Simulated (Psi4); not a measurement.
# [CF3]+ (SMILES F[C+](F)F) at CCSD/def2-SVPD

Aim: the vertical electron affinity of [CF3]+ at CCSD/def2-SVPD, from 2 runs. 

The calculation is run with Psi4 1.11.

1 further run of the same task is left out (set aside as unsound or not needed).

## (1) Starting point

[CF3]+: 4 atoms, total charge +1, spin state singlet. As SMILES, `F[C+](F)F`. The coordinates come from a PBE0-D4/def2-TZVP relaxation.

Bond lengths: F1–C2 1.230 Å, C2–F3 1.230 Å, C2–F4 1.230 Å. Angles: F1–C2–F3 120.0°, F1–C2–F4 120.0°, F3–C2–F4 120.0°.

## (2) A single-point energy at CCSD/def2-SVPD

The input, job.py:

```python
import psi4

psi4.set_memory('1600 MB')
psi4.set_num_threads(1)
psi4.set_output_file('run.log', False)

m = psi4.geometry("""
1 1
F      0.698600    -0.114600     1.005400
C      0.000000     0.000000     0.000000
F     -0.609500    -0.973400    -0.439400
F     -0.089000     1.088000    -0.566000
symmetry c1
no_reorient
no_com
""")

options = {'basis': 'def2-SVPD', 'reference': 'rhf', 'puream': True, 'e_convergence': 1e-09, 'd_convergence': 1e-08, 'scf_type': 'pk', 'num_frozen_docc': 4}
psi4.set_options(options)

e_tot = psi4.energy("ccsd")
print(f'total energy {e_tot:.8f} hartree = {e_tot * 27.211386:.5f} eV')
for k, v in sorted(psi4.core.scalar_variables().items()):
    print(f'{k:45s} {v:18.10f}')
```

On the command line:

```sh
$ python job.py
```

run.log, cut to the lines that bear on the results:

```text
[...]
  Running in c1 symmetry.
[...]
  Nuclear repulsion =  130.092792016670501
[...]
  Multiplicity = 1
[...]
  Nalpha       = 16
  Nbeta        = 16
[...]
    Number of basis functions: 89
[...]
   @RHF iter   1:  -335.40601229486879    5.05904e-01   6.72323e-03 ADIIS/DIIS
[...]
   @RHF iter  10:  -335.55149467612205   -2.27374e-12   7.95449e-09 DIIS
[...]
    Orbital Energies [Eh]
    ---------------------
    Doubly Occupied:
       1A    -26.742407     2A    -26.742406     3A    -26.742240
       4A    -11.966125     5A     -2.146020     6A     -2.043531
       7A     -2.043527     8A     -1.322826     9A     -1.248737
      10A     -1.248732    11A     -1.193845    12A     -1.082641
      13A     -1.082633    14A     -1.055333    15A     -1.055330
      16A     -1.033591
[...]
  @RHF Final Energy:  -335.55149467612205
   => Energetics <=
    Nuclear Repulsion Energy =            130.0927920166705007
    One-Electron Energy =                -713.7887282461103950
    Two-Electron Energy =                 248.1444415533178187
    Total Energy =                       -335.5514946761220472
[...]
 Multipole Moments:
 ------------------------------------------------------------------------------------
     Multipole            Electronic (a.u.)      Nuclear  (a.u.)        Total (a.u.)
 ------------------------------------------------------------------------------------
 L = 1.  Multiply by 2.5417464519 to convert [e a0] to [Debye]
 Dipole X            :         -0.0017108            0.0017008           -0.0000101
 Dipole Y            :          0.0000129            0.0000000            0.0000129
 Dipole Z            :          0.0000039            0.0000000            0.0000039
 Magnitude           :                                                    0.0000168
[...]
      * MP2 total energy                      = -336.239285891657801
[...]
      * CCSD total energy                     = -336.244738902828317
```

Standard output:

```text
total energy -336.24473890 hartree = -9149.68538 eV
CC D1 DIAGNOSTIC                                    0.0690264690
CC D2 DIAGNOSTIC                                    0.1379901079
CC NEW D1 DIAGNOSTIC                                0.0690264690
CC T1 DIAGNOSTIC                                    0.0168346255
CCSD CORRELATION ENERGY                            -0.6932442267
CCSD DOUBLES ENERGY                                -0.6932442267
CCSD ITERATIONS                                    15.0000000000
CCSD OPPOSITE-SPIN CORRELATION ENERGY              -0.5208826000
CCSD SAME-SPIN CORRELATION ENERGY                  -0.1723616267
CCSD SINGLES ENERGY                                 0.0000000000
CCSD TOTAL ENERGY                                -336.2447389028
CURRENT CORRELATION ENERGY                         -0.6932442267
CURRENT ENERGY                                   -336.2447389028
CURRENT REFERENCE ENERGY                         -335.5514946761
DD SOLVATION ENERGY                                 0.0000000000
HF KINETIC ENERGY                                 334.7183957892
HF POTENTIAL ENERGY                              -670.2698904653
HF TOTAL ENERGY                                  -335.5514946761
HF VIRIAL RATIO                                     2.0024889546
MP2 CORRELATION ENERGY                             -0.6877912155
MP2 DOUBLES ENERGY                                 -0.6877912155
MP2 OPPOSITE-SPIN CORRELATION ENERGY               -0.4945630076
MP2 SAME-SPIN CORRELATION ENERGY                   -0.1932282079
MP2 SINGLES ENERGY                                 -0.0000000000
MP2 TOTAL ENERGY                                 -336.2392858917
NUCLEAR REPULSION ENERGY                          130.0927920167
ONE-ELECTRON ENERGY                              -713.7887282461
PCM POLARIZATION ENERGY                             0.0000000000
PE ENERGY                                           0.0000000000
SCF ITERATION ENERGY                             -335.5514946761
SCF ITERATIONS                                     10.0000000000
SCF TOTAL ENERGY                                 -335.5514946761
TWO-ELECTRON ENERGY                               248.1444415533
```

It took 13 s on 1 thread of AMD EPYC 9R45 (Zen 5), shared host; peak memory 0.62 GiB.

## (3) Doublet neutral CF3 at the same level

The input, cf3.inp:

```
memory 1600 MB

molecule {
  0 2
  F      0.698600    -0.114600     1.005400
  C      0.000000     0.000000     0.000000
  F     -0.609500    -0.973400    -0.439400
  F     -0.089000     1.088000    -0.566000
  units angstrom
  symmetry c1
}

set basis def2-SVPD
set reference uhf
set puream true
set e_convergence 1e-09
set d_convergence 1e-08
set scf_type pk
set num_frozen_docc 4
set maxiter 200

result, w = energy('ccsd', return_wfn=True)
```

On the command line:

```sh
$ psi4 -n 1 cf3.inp cf3.out
```

cf3.out, cut to the lines that bear on the results:

```text
[...]
  Running in c1 symmetry.
[...]
  Nuclear repulsion =  130.092792016670501
[...]
  Multiplicity = 2
[...]
  Nalpha       = 17
  Nbeta        = 16
[...]
    Number of basis functions: 89
[...]
   @UHF iter   1:  -335.74417999533199    1.67737e-01   4.70295e-03 ADIIS/DIIS
[...]
   @UHF iter  12:  -335.81514851763995   -7.95808e-13   1.99094e-09 DIIS
[...]
   @S^2 Observed:                7.603635539E-01
[...]
    Orbital Energies [Eh]
    ---------------------
    Alpha Occupied:
       1A    -26.366996     2A    -26.366993     3A    -26.366840
       4A    -11.445680     5A     -1.780278     6A     -1.679951
       7A     -1.679946     8A     -0.985940     9A     -0.891424
      10A     -0.888144    11A     -0.888138    12A     -0.754483
      13A     -0.754480    14A     -0.731195    15A     -0.731188
      16A     -0.683706    17A     -0.318809
    Alpha Virtual:
      18A      0.076914    19A      0.158019    20A      0.158021
      21A      0.174900    22A      0.212135    23A      0.212136
      24A      0.227120    25A      0.236980    26A      0.236985
[...]
  @UHF Final Energy:  -335.81514851763995
   => Energetics <=
    Nuclear Repulsion Energy =            130.0927920166705007
    One-Electron Energy =                -725.8415863051400265
    Two-Electron Energy =                 259.9336457708295711
    Total Energy =                       -335.8151485176399547
  UHF NO Occupations:
  HONO-2 :   15  A 1.9990576
  HONO-1 :   16  A 1.9971219
[...]
 Multipole Moments:
 ------------------------------------------------------------------------------------
     Multipole            Electronic (a.u.)      Nuclear  (a.u.)        Total (a.u.)
 ------------------------------------------------------------------------------------
 L = 1.  Multiply by 2.5417464519 to convert [e a0] to [Debye]
 Dipole X            :          0.0000390           -0.0000164            0.0000226
 Dipole Y            :         -0.0000086            0.0000000           -0.0000086
 Dipole Z            :         -0.0000455            0.0000000           -0.0000455
 Magnitude           :                                                    0.0000516
[...]
      * MP2 total energy                      = -336.490435644410240
[...]
      * CCSD total energy                     = -336.504484936136919
[...]
```

Run time: 39 s. Hardware: 1 thread of AMD EPYC 9R45 (Zen 5), shared host; peak memory 0.62 GiB.

## (4) What came out

At CCSD/def2-SVPD, 4 core orbitals frozen:

```
                                                                       quantity          value
                                                   singlet [CF3]+: total energy  -336.24474 Eh
                            singlet [CF3]+: HOMO energy (Hartree–Fock orbitals)      -28.13 eV
                            singlet [CF3]+: LUMO energy (Hartree–Fock orbitals)       -5.69 eV
                          singlet [CF3]+: HOMO–LUMO gap (Hartree–Fock orbitals)       22.43 eV
                    singlet [CF3]+: correlation energy (4 core orbitals frozen)     -693.2 mEh
                                                  singlet [CF3]+: T1 diagnostic          0.017
                                              doublet neutral CF3: total energy  -336.50448 Eh
doublet neutral CF3: HOMO energy (Hartree–Fock orbitals) (highest over α and β)       -8.68 eV
 doublet neutral CF3: LUMO energy (Hartree–Fock orbitals) (lowest over α and β)        2.09 eV
               doublet neutral CF3: correlation energy (4 core orbitals frozen)     -689.3 mEh
                         doublet neutral CF3: ⟨S²⟩ of the reference determinant          0.760
                                             doublet neutral CF3: T1 diagnostic          0.019
                            vertical electron affinity (to the doublet neutral)       7.068 eV
```

**Reading.** At fixed nuclei the extra electron is bound by 7.07 eV (163 kcal/mol).
